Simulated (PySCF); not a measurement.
Worked example for hydrogen molecule: deprotonation at atom H2

Structure: `[H][H]` (H2). Optimised structure (Å), atoms numbered from 1:
```
H     0.3713    0.0620   -0.0866
H    -0.3658   -0.0595    0.0583
```

These are calculated values, ωB97X-D3(BJ)/ma-def2-TZVP in PySCF (grid level 2) at geometries from PBE0-D3(BJ)/ma-def2-SVP. Thermal corrections: PBE0-D3(BJ)/ma-def2-SVP frequencies, unscaled, ideal gas at 298.15 K and 1 bar, quasi-RRHO entropy.

Step: H2 → [H]- + H⁺.

```csv
species,charge,multiplicity,E / Eh
H2,0,1,-1.181192
[H]-,-1,1,-0.539858
```

Thermal terms, products less reactant: Δ(H − E) = -22.48 kJ/mol, Δ(G − E) = -48.46 kJ/mol (the bare proton has no electronic energy, H = 5/2 RT). 1 Eh = 2625.50 kJ/mol.

Question: What are ΔE, ΔH and ΔG of this step?

Answer: ΔE = 0.641334 Eh = 1683.82 kJ/mol; ΔH = 1661.3 kJ/mol; ΔG = 1635.4 kJ/mol, all in the gas phase at 298.15 K and 1 bar. The digits show the arithmetic; the method itself can be off by 10 kJ/mol or more. The Active Thermochemical Tables (1.112) give ΔH = 1675.3 kJ/mol.
